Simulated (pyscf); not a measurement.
**Elimination: HO–Ge(OH)(OH)–OH → H₂O + O=Ge(OH)–OH**

Gas phase, singlet surface, charge 0. Bonds broken: O1–Ge2, O3–H6. Bonds formed: O1–H6. Single points on ωB97X-D3(BJ)/def2-SVP structures (PySCF, gas phase).

Transition state (Å):

```xyz
9

O     -0.6058     0.9865     0.5538
Ge     0.4630    -0.3781     1.5703
O      0.4566     0.9005     2.6606
O     -0.5845    -1.7767     1.6471
O      1.8236    -0.9037     0.5984
H     -0.3442     1.3970     1.5542
H     -1.5549     0.8019     0.4980
H     -0.2440    -2.5133     1.1231
H      2.5414    -0.2580     0.5864
```

One imaginary mode, 833i cm⁻¹; descent along it reached the two sides named, in the forms told below.

```tsv
bond	change	reactant side (Å)	saddle	product side
O1–Ge2	breaks	1.757	2.009	2.132
O3–H6	breaks	0.965	1.453	2.372
O1–H6	forms	2.8	1.113	0.976
```

Electronic energies relative to the reactant's lowest minimum found (eV):

```json
[
 {"level": "ωB97X-D3(BJ)/def2-TZVP", "barrier": "2.09", "reaction energy": "+2.76", "reverse barrier": "-0.67"},
 {"level": "PBE/def2-TZVP", "barrier": "1.70", "reaction energy": "+2.29", "reverse barrier": "-0.59"},
 {"level": "r²SCAN/def2-TZVP", "barrier": "1.92", "reaction energy": "+2.62", "reverse barrier": "-0.71"},
 {"level": "B3LYP-D3(BJ)/def2-TZVP", "barrier": "1.98", "reaction energy": "+2.53", "reverse barrier": "-0.56"},
 {"level": "PBE0-D3(BJ)/def2-TZVP", "barrier": "1.97", "reaction energy": "+2.68", "reverse barrier": "-0.71"},
 {"level": "M06-2X/def2-TZVP", "barrier": "2.18", "reaction energy": "+2.99", "reverse barrier": "-0.81"},
 {"level": "ωB97M-D3(BJ)/def2-TZVP", "barrier": "2.04", "reaction energy": "+2.68", "reverse barrier": "-0.64"},
 {"level": "HF/def2-TZVP", "barrier": "2.73", "reaction energy": "+3.10", "reverse barrier": "-0.37"}
]
```

With ωB97M-D3(BJ)/def2-TZVP energies and thermal terms (ideal gas, 1 atm, RRHO with modes under 100 cm⁻¹ raised to 100, one conformer, R ln 2 for chiral ones without a mode under 150 cm⁻¹), in eV:

| T (K) | ΔH‡ | ΔG‡ | ΔH | ΔG |
|---|---|---|---|---|
| 298 | 1.95 | 1.99 | +2.63 | +2.18 |
| 600 | 1.91 | 2.04 | +2.59 | +1.74 |
| 900 | 1.88 | 2.12 | +2.53 | +1.32 |
| 1200 | 1.86 | 2.20 | +2.48 | +0.92 |

On the product side the descent ends in an adduct with a Ge–O contact, 0.83 eV under the separated species and 0.16 eV under the saddle at ωB97X-D3(BJ)/def2-TZVP. At ωB97X-D3(BJ)/def2-TZVP, PBE, r²SCAN, B3LYP-D3(BJ), PBE0-D3(BJ), M06-2X, ωB97M-D3(BJ)/def2-TZVP, HF the saddle lies under the separated products, which points to a path from their complex (located at ωB97X-D3(BJ) alone), and parting the products costs more than the saddle. What is counted as broken (Ge–O) persists as a longer contact in the product adduct; parting that adduct is a step of its own. This is the saddle that the search found; another between the same sides may lie lower. Elements up to Kr have no core potential and no relativistic terms here.
